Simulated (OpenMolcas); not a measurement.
**Worked example: vertical ionisation energy of AlNH4 (SMILES [NH2][AlH2])**

AlNH4: 6 atoms, total charge 0, spin state singlet. SMILES: `[NH2][AlH2]`. Geometry: a GFN2-xTB relaxation, a rough one for these elements and not checked as a minimum.

Both states at this one shape; open shells run unrestricted unless said. 1 Eh = 27.2114 eV.

| level | program | singlet AlNH4 (Eh) | doublet [AlNH4]+ (Eh) | HOMO of the first (eV) |
| --- | --- | --- | --- | --- |
| SVWN5/STO-3G | OpenMolcas | -294.346393 | -294.109004 | -1.71 |
| PBE/STO-3G | OpenMolcas | -295.698445 | -295.460711 | -1.74 |
| PBE0/STO-3G | OpenMolcas | -295.751624 | -295.509045 | -3.31 |

Q: Work out the vertical ionisation energy at each level.

A: 
1. SVWN5/STO-3G: -294.109004 − (-294.346393) = 0.237389 Eh = 6.46 eV; −ε(HOMO) = 1.71 eV.
2. PBE/STO-3G: -295.460711 − (-295.698445) = 0.237734 Eh = 6.47 eV; −ε(HOMO) = 1.74 eV.
3. PBE0/STO-3G: -295.509045 − (-295.751624) = 0.242579 Eh = 6.60 eV; −ε(HOMO) = 3.31 eV.

No measured value is set beside it here; the levels span 6.46 to 6.60 eV. In semi-local functionals −ε(HOMO) lies far under the ionisation energy, a result of self-interaction, while the difference of totals does much better. Minimal sets are far from the basis-set limit.
